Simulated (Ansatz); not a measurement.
Reaction (SMILES): Cl[C]Cl (closed-shell singlet) + 3 [H][H] (H2) → C (CH4) + 2 Cl (HCl)
B3LYP-D3(BJ)/def2-TZVP geometries, fixed; electronic energies without zero-point terms.
Largest species:
```xyz
5

C      0.0000     0.0000     0.0000
H      0.6205     0.6269     0.6390
H     -0.6429    -0.6249     0.6185
H      0.6369    -0.6328    -0.6166
H     -0.6146     0.6308    -0.6409
```
Charge 0, spin multiplicity 1.

Basis-set convergence of the energy of full hydrogenation at MP2 with Ansatz (a quantum-chemistry and plane-wave program). Cartesian d functions, on some or all atoms, in 6-31G*; all else is spherical. Cores are frozen. A restricted Hartree-Fock determinant is unstable towards unrestricted orbitals. No added dispersion term, no relativity. Functions are those of the species that has most. Reference: Hartree-Fock in aug-cc-pV(Q+d)Z plus the correlation part extrapolated as X^-3 from aug-cc-pV(T+d)Z and aug-cc-pV(Q+d)Z, -133.27 kcal/mol, itself unsure by roughly 0.23 kcal/mol (a third of the extrapolation step and of the last Hartree-Fock step).

| basis | functions | energy of full hydrogenation (kcal/mol) |
|---|---|---|
| STO-3G | 23 | [?] |
| pcseg-1 | 50 | -140.65 |
| 6-31G* | 53 | -124.65 |
| cc-pV(D+d)Z | 60 | [?] |
| aug-pcseg-1 | 77 | -139.55 |
| aug-cc-pV(D+d)Z | 87 | -136.55 |
| jun-cc-pV(T+d)Z | 135 | -134.33 |
| def2-TZVPPD | 139 | [?] |
| cc-pV(Q+d)Z | 183 | -134.13 |
| pcseg-3 | 192 | -134.86 |
| def2-QZVPPD | 221 | -133.94 |
| cc-pV(5+d)Z | 311 | -133.39 |
| pcseg-4 | 345 | [?] |

Task: Fill in the missing entries.

Result: 
- STO-3G, energy of full hydrogenation (kcal/mol): -125.56
- cc-pV(D+d)Z, energy of full hydrogenation (kcal/mol): -134.81
- def2-TZVPPD, energy of full hydrogenation (kcal/mol): -134.96
- pcseg-4, energy of full hydrogenation (kcal/mol): -133.81
